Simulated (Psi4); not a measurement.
# [PH4]+ (phosphonium): a chain of runs

Aim: a structure relaxation (r2SCAN-3c/def2-mTZVPP), then vibrational wavenumbers, then a single-point energy (CCSD(T)/def2-TZVP) of [PH4]+ (phosphonium). 

The results are computed with Psi4 1.11.

## 1. Starting point

The species is [PH4]+ (5 atoms), meant as a singlet with charge +1. SMILES: `[PH4+]`. The coordinates come from a GFN2-xTB relaxation. The run starts from this shape.

Bond lengths: P1–H2 1.375 Å, P1–H3 1.375 Å, P1–H4 1.375 Å, P1–H5 1.375 Å. Angles: H2–P1–H3 109.5°, H2–P1–H4 109.5°, H2–P1–H5 109.5°, H3–P1–H4 109.5°, H3–P1–H5 109.5°, H4–P1–H5 109.5°.

## 2. A structure relaxation at r2SCAN-3c/def2-mTZVPP (density fitting) (run 1)

File job.py:

```python
import psi4

psi4.set_memory('1600 MB')
psi4.set_num_threads(1)
psi4.core.set_output_file('psi4.out', False)

geom = psi4.geometry("""
1 1
P     -0.000020     0.000000     0.000050
H      1.357460    -0.061330     0.210450
H     -0.617320    -1.016050     0.691010
H     -0.261860    -0.133750    -1.343340
H     -0.478250     1.211140     0.441830
units angstrom
symmetry c1
""")

psi4.set_options({
    'geom_maxiter': 60,
})

energy_value = psi4.optimize("r2scan-3c")
print(f'r2scan-3c energy: {energy_value:.10f} Eh')
geom.save_xyz_file('final.xyz', False)
for k, v in sorted(psi4.core.scalar_variables().items()):
    print(f'{k:45s} {v:18.10f}')
```

Command:

```sh
$ python job.py
```

psi4.out:

```text
gradient() will perform analytic gradient computation.

   => Loading Basis Set <=

    Name: DEF2-MTZVPP
    Role: ORBITAL
    Keyword: BASIS

   => R2SCAN3C: Empirical Dispersion <=

        a1 =       0.420000
        a2 =       5.650000
       alp =      16.000000
        s6 =       1.000000
        s8 =       0.000000
        s9 =       2.000000
        ga =       2.000000
        gc =       1.000000
        wf =       6.000000

         ---------------------------------------------------------
                                   SCF
                              RKS Reference
                        1 Threads,   1525 MiB Core
         ---------------------------------------------------------

  ==> Geometry <==

    Molecular point group: c1
    Full point group: C1

    Geometry (in Angstrom), charge = 1, multiplicity = 1:

       Center              X                  Y                   Z               Mass
    ------------   -----------------  -----------------  -----------------  -----------------
         P           -0.000003166992    -0.000000287908     0.000007197709    30.973761998420
         H            1.357476833008    -0.061330287908     0.210407197709     1.007825032230
         H           -0.617303166992    -1.016050287908     0.690967197709     1.007825032230
         H           -0.261843166992    -0.133750287908    -1.343382802291     1.007825032230
         H           -0.478233166992     1.211139712092     0.441787197709     1.007825032230

  Running in c1 symmetry.

  Rotational constants: A =      3.31769  B =      3.31725  C =      3.31684 [cm^-1]
  Rotational constants: A =  99461.86992  B =  99448.59040  C =  99436.45844 [MHz]
  Nuclear repulsion =   24.503795143253772

  Charge       = 1
  Multiplicity = 1
  Electrons    = 18
  Nalpha       = 9
  Nbeta        = 9

  ==> Algorithm <==

  SCF Algorithm Type is DF.
  DIIS enabled.
  MOM disabled.
  Fractional occupation disabled.
  Guess Type is SAD.
  Energy threshold   = 1.00e-08
  Density threshold  = 1.00e-08
  Integral threshold = 1.00e-12

  ==> Primary Basis <==

  Basis Set: DEF2-MTZVPP
    Blend: DEF2-MTZVPP
    Number of shells: 23
    Number of basis functions: 47
    Number of Cartesian functions: 49
    Spherical Harmonics?: true
    Max angular momentum: 2

  ==> DFT Potential <==

   => LibXC <=

    Version 7.1.2

   => Composite Functional: R2SCAN3C <=

    Deriv               =              1
    GGA                 =           TRUE
    Meta                =           TRUE

    Exchange Hybrid     =          FALSE
    MP2 Hybrid          =          FALSE

   => Exchange Functionals <=

    1.0000   XC_MGGA_X_R2SCAN

   => Correlation Functionals <=

    1.0000   XC_MGGA_C_R2SCAN

   => LibXC Density Thresholds  <==

    XC_MGGA_C_R2SCAN:  1.00E-15
    XC_MGGA_X_R2SCAN:  1.00E-11

   => Molecular Quadrature <=

    Radial Scheme          =       TREUTLER
    Pruning Scheme         =           NONE
    Nuclear Scheme         =       TREUTLER

    Blocking Scheme        =         OCTREE
    BS radius alpha        =              1
    Pruning alpha          =              1
    Radial Points          =             75
    Spherical Points       =            302
    Total Points           =         109456
    Total Blocks           =            874
    Max Points             =            256
    Max Functions          =             47
    Weights Tolerance      =       1.00E-15

   => Loading Basis Set <=

    Name: (DEF2-MTZVPP AUX)
    Role: JKFIT
    Keyword: DF_BASIS_SCF

  ==> Integral Setup <==

  DFHelper Memory: AOs need 0.004 GiB; user supplied 0.766 GiB.
  SCF_SUBTYPE=INCORE selected. In-core MEM_DF algorithm will be used.
  Using in-core AOs.

  ==> MemDFJK: Density-Fitted J/K Matrices <==

    J tasked:                   Yes
    K tasked:                    No
    wK tasked:                   No
    Memory [MiB]:               784
    Algorithm:                 Core
    Schwarz Cutoff:           1E-12
    Mask sparsity (%):       0.0000
    Fitting Condition:        1E-10

   => Auxiliary Basis Set <=

  Basis Set: (DEF2-MTZVPP AUX)
    Blend: DEF2-UNIVERSAL-JKFIT
    Number of shells: 62
    Number of basis functions: 200
    Number of Cartesian functions: 235
    Spherical Harmonics?: true
    Max angular momentum: 4

  Cached 100.0% of DFT collocation blocks in 0.351 [GiB].

  Minimum eigenvalue in the overlap matrix is 1.7144889431E-02.
  Reciprocal condition number of the overlap matrix is 4.3489997359E-03.
    Using symmetric orthogonalization.

  ==> Pre-Iterations <==

  SCF Guess: Superposition of Atomic Densities via on-the-fly atomic UHF (no occupation information).

   -------------------------
    Irrep   Nso     Nmo
   -------------------------
     A         47      47
   -------------------------
    Total      47      47
   -------------------------

  ==> Iterations <==

                           Total Energy        Delta E     RMS |[F,P]|

   @DF-RKS iter SAD:  -343.53478286673862   -3.43535e+02   0.00000e+00
   @DF-RKS iter   1:  -343.40360723414085    1.31176e-01   3.95806e-03 ADIIS/DIIS
   @DF-RKS iter   2:  -343.40756743265399   -3.96020e-03   2.45199e-03 ADIIS/DIIS
   @DF-RKS iter   3:  -343.41303085560128   -5.46342e-03   2.88629e-04 ADIIS/DIIS
   @DF-RKS iter   4:  -343.41314410960155   -1.13254e-04   1.11348e-05 DIIS
   @DF-RKS iter   5:  -343.41314431358074   -2.03979e-07   4.95629e-07 DIIS
   @DF-RKS iter   6:  -343.41314431379300   -2.12253e-10   2.96330e-08 DIIS
   @DF-RKS iter   7:  -343.41314431379482   -1.81899e-12   1.30521e-08 DIIS
   @DF-RKS iter   8:  -343.41314431379470    1.13687e-13   2.56265e-09 DIIS
  Energy and wave function converged.

[... 22 lines left out ...]
    Final Occupation by Irrep:
[... 9 lines left out ...]
    Nuclear Repulsion Energy =             24.5037951432537717
[... 1 line left out ...]
    Two-Electron Energy =                 173.4623625821038218
[... 1 line left out ...]
    Empirical Dispersion Energy =           0.0063391690036831
[... 1 line left out ...]
    Total Energy =                       -343.4131443137947031
[... 15 lines left out ...]
 Dipole Y            :         -0.0000167            0.0000086           -0.0000082
[... 74 lines left out ...]
    Weights Tolerance      =       1.00E-15
[... 49 lines left out ...]
	Measures of convergence in internal coordinates in au.
[... 6 lines left out ...]
	  Convergence Criteria     1.00e-06 *    3.00e-04 *             o    1.20e-03 *             o~
[... 137 lines left out ...]
                           Total Energy        Delta E     RMS |[F,P]|
[... 2 lines left out ...]
   @DF-RKS iter   1:  -343.41416523563652   -4.75431e-02   2.80786e-04 ADIIS/DIIS
[... 1 line left out ...]
   @DF-RKS iter   3:  -343.41430577942413   -8.35517e-05   1.48510e-05 DIIS
[... 1 line left out ...]
   @DF-RKS iter   5:  -343.41430589703748   -7.21627e-10   1.59936e-07 DIIS
[... 1 line left out ...]
  Energy and wave function converged.
[... 12 lines left out ...]
  @DF-RKS Final Energy:  -343.41430589707448
[... 4 lines left out ...]
    One-Electron Energy =                -516.0481339541080388
[... 1 line left out ...]
    DFT Exchange-Correlation Energy =     -24.4039384326400608
[... 1 line left out ...]
    VV10 Nonlocal Energy =                  0.0000000000000000
[... 15 lines left out ...]
 Dipole X            :         -0.0000635            0.0000687            0.0000053
[... 1 line left out ...]
 Dipole Z            :          0.0000951           -0.0000836            0.0000115
[... 90 lines left out ...]
	                                 ==> Convergence Check <==
[... 6 lines left out ...]
	   Step    Total Energy     Delta E     Max Force     RMS Force      Max Disp      RMS Disp
[... 71 lines left out ...]
    Weights Tolerance      =       1.00E-15
[... 21 lines left out ...]
   @DF-RKS iter   0:  -343.41705436053741   -3.43417e+02   5.10934e-05
[... 1 line left out ...]
   @DF-RKS iter   2:  -343.41431079893960   -1.93654e-07   1.47519e-05 DIIS
[... 1 line left out ...]
   @DF-RKS iter   4:  -343.41431107809944   -4.06544e-10   5.69431e-08 DIIS
[... 1 line left out ...]
  Energy and wave function converged.
[... 17 lines left out ...]
      10A     -0.235361    11A     -0.235357    12A     -0.235342
      13A     -0.180923    14A     -0.067013    15A     -0.067001
      16A     -0.002290    17A     -0.002280    18A     -0.002276
[... 9 lines of this table left out ...]
      46A      2.458310    47A     13.032415

    Final Occupation by Irrep:
              A
    DOCC [     9 ]
    NA   [     9 ]
    NB   [     9 ]

  @DF-RKS Final Energy:  -343.41431107810160

   => Energetics <=

    Nuclear Repulsion Energy =             24.0560362800291081
    One-Electron Energy =                -516.1001252098592431
    Two-Electron Energy =                 173.0291578447088909
    DFT Exchange-Correlation Energy =     -24.4057941254071480
    Empirical Dispersion Energy =           0.0064141324268065
    VV10 Nonlocal Energy =                  0.0000000000000000
    Total Energy =                       -343.4143110781016048

Computation Completed

Properties will be evaluated at   0.000000,   0.000000,   0.000000 [a0]

Properties computed using the SCF density matrix

 Multipole Moments:

 ------------------------------------------------------------------------------------
     Multipole            Electronic (a.u.)      Nuclear  (a.u.)        Total (a.u.)
 ------------------------------------------------------------------------------------

 L = 1.  Multiply by 2.5417464519 to convert [e a0] to [Debye]
 Dipole X            :         -0.0000643            0.0000535           -0.0000108
 Dipole Y            :         -0.0000325            0.0000290           -0.0000035
 Dipole Z            :          0.0000308           -0.0000363           -0.0000056
 Magnitude           :                                                    0.0000126

 ------------------------------------------------------------------------------------

	total time  =          2 seconds =       0.03 minutes

         ------------------------------------------------------------
                                   SCF GRAD
         ------------------------------------------------------------

  ==> Geometry <==

    Molecular point group: c1
    Full point group: C1

    Geometry (in Angstrom), charge = 1, multiplicity = 1:

       Center              X                  Y                   Z               Mass
    ------------   -----------------  -----------------  -----------------  -----------------
         P           -0.000001797850    -0.000000975910     0.000001221572    30.973761998420
         H            1.382764202514    -0.062413624917     0.214454826594     1.007825032230
         H           -0.628798840339    -1.035016569439     0.703753018332     1.007825032230
         H           -0.266835846311    -0.136289965065    -1.368271256514     1.007825032230
         H           -0.487074262046     1.233750152341     0.450025868686     1.007825032230

  Nuclear repulsion =   24.056036280029108

   => Molecular Quadrature <=

    Radial Scheme          =       TREUTLER
    Pruning Scheme         =           NONE
    Nuclear Scheme         =       TREUTLER

    Blocking Scheme        =         OCTREE
    BS radius alpha        =              1
    Pruning alpha          =              1
    Radial Points          =             75
    Spherical Points       =            302
    Total Points           =         109424
    Total Blocks           =            881
    Max Points             =            256
    Max Functions          =             47
    Weights Tolerance      =       1.00E-15

  -Total Gradient:
     Atom            X                  Y                   Z
    ------   -----------------  -----------------  -----------------
       1       -0.000007913719    -0.000003023689     0.000006881748
       2        0.000049119675    -0.000007563461     0.000000592668
       3       -0.000023127311    -0.000032552828     0.000022929849
       4       -0.000007436155    -0.000007760641    -0.000048455274
       5       -0.000018823245     0.000038372321     0.000013126307

	total time  =          0 seconds =       0.00 minutes

    			-----------------------------------------

    			 OPTKING 3.0: for geometry optimizations

    			        with contributions from

    			-----------------------------------------

	                            ===> Fragment 1 <==

	 Z (Atomic Numbers)          Masses                          Geom
	      15.000000            30.973762         -0.00000340 -0.00000184  0.00000231
	       1.000000             1.007825          2.61304564 -0.11794466  0.40526089
	       1.000000             1.007825         -1.18825760 -1.95589785  1.32990046
	       1.000000             1.007825         -0.50424667 -0.25755071 -2.58565794
	       1.000000             1.007825         -0.92043696  2.33144990  0.85042564

	 - Coordinate -           - BOHR/RAD -       - ANG/DEG -
	 R(1,2)           =         2.646917           1.400688
	 R(1,3)           =         2.646905           1.400682
	 R(1,4)           =         2.646929           1.400694
[... 18 lines of this table left out ...]
	 O(5,1,3,4)       =        -0.955306         -54.735003

	        --- Internal Coordinate Step in ANG or DEG, aJ/ANG or AJ/DEG ---
	-------------------------------------------------------------------------------
	           Coordinate      Previous         Force          Change          New
	           ----------      --------        ------          ------        ------
	               R(1,2)       1.40069       -0.00042       -0.00010       1.40058
	               R(1,3)       1.40068       -0.00036       -0.00009       1.40059
	               R(1,4)       1.40069       -0.00040       -0.00010       1.40060
[... 18 lines of this table left out ...]
	           O(5,1,3,4)     -54.73500        0.00000        0.00037     -54.73463
	-------------------------------------------------------------------------------

	                                 ==> Convergence Check <==

	Measures of convergence in internal coordinates in au.

	Criteria marked as inactive (o), active & met (*), and active & unmet ( ).

	----------------------------------------------------------------------------------------------
	   Step    Total Energy     Delta E     Max Force     RMS Force      Max Disp      RMS Disp
	----------------------------------------------------------------------------------------------
	  Convergence Criteria     1.00e-06 *    3.00e-04 *             o    1.20e-03 *             o
	----------------------------------------------------------------------------------------------
	     3    -343.41431108   -5.18e-06      5.06e-05 *    2.03e-05 o    1.98e-04 *    8.08e-05 o  ~
	----------------------------------------------------------------------------------------------

Next Geometry in Ang
	Fragment 1 (Ang)

	    P   0.0000018956  -0.0000015139  -0.0000061250
	    H   1.3826595679  -0.0623990626   0.2144657762
	    H  -0.6287467532  -1.0349600318   0.7036938420
	    H  -0.2668413767  -0.1362830827  -1.3681760140
	    H  -0.4870198776   1.2336727080   0.4499861995

    Final optimized geometry and variables:
    Molecular point group: c1
    Full point group: C1

    Geometry (in Angstrom), charge = 1, multiplicity = 1:

    P           -0.000001797850    -0.000000975910     0.000001221572
    H            1.382764202514    -0.062413624917     0.214454826594
    H           -0.628798840339    -1.035016569439     0.703753018332
    H           -0.266835846311    -0.136289965065    -1.368271256514
    H           -0.487074262046     1.233750152341     0.450025868686

[set-up sections that repeat, and orbital energies of the middle runs, are left out above]
```

The script printed:

```text
Some dependencies such as QCElemental have not yet finished migration to pydantic v2. If issues are encountered please downgrade pydantic or upgrade QCElemental as appropriate
Optimizer: Optimization complete!
r2scan-3c energy: -343.4143110781 Eh
CURRENT ENERGY                                   -343.4143110781
CURRENT REFERENCE ENERGY                         -343.4143110781
DD SOLVATION ENERGY                                 0.0000000000
DFT FUNCTIONAL TOTAL ENERGY                      -343.4207252105
DFT TOTAL ENERGY                                 -343.4143110781
DFT VV10 ENERGY                                     0.0000000000
DFT XC ENERGY                                     -24.4057941254
DISPERSION CORRECTION ENERGY                       -0.0004123769
GRID ELECTRONS ALPHA                                9.0000002016
GRID ELECTRONS BETA                                 9.0000002016
GRID ELECTRONS TOTAL                               18.0000004032
NUCLEAR REPULSION ENERGY                           24.0560362800
ONE-ELECTRON ENERGY                              -516.1001252099
OPTIMIZATION ITERATIONS                             3.0000000000
PCM POLARIZATION ENERGY                             0.0000000000
PE ENERGY                                           0.0000000000
R2SCAN3C DISPERSION CORRECTION ENERGY              -0.0004123769
SCF ITERATION ENERGY                             -343.4143110781
SCF ITERATIONS                                      5.0000000000
SCF TOTAL ENERGY                                 -343.4143110781
TWO-ELECTRON ENERGY                               173.0291578447
XC GRID RADIAL POINTS                              75.0000000000
XC GRID SPHERICAL POINTS                          302.0000000000
XC GRID TOTAL POINTS                           109424.0000000000
```

It took 11 s on 1 thread of INTEL XEON PLATINUM 8581C at 2.30GHz (Emerald Rapids), shared host; peak memory 0.6 GiB.

The path in brief:

```
step  energy from the first frame kept (eV)  largest force (eV/Å)
   0                                 0.0000                0.6370
   1                                -0.0316                0.0399
   2                                -0.0317                0.0026
```

After the run. Bond lengths: P1–H2 1.401 Å, P1–H3 1.401 Å, P1–H4 1.401 Å, P1–H5 1.401 Å. Angles: H2–P1–H3 109.5°, H2–P1–H4 109.5°, H2–P1–H5 109.5°, H3–P1–H4 109.5°, H3–P1–H5 109.5°, H4–P1–H5 109.5°.

(Part 1 of 2 ends here.)
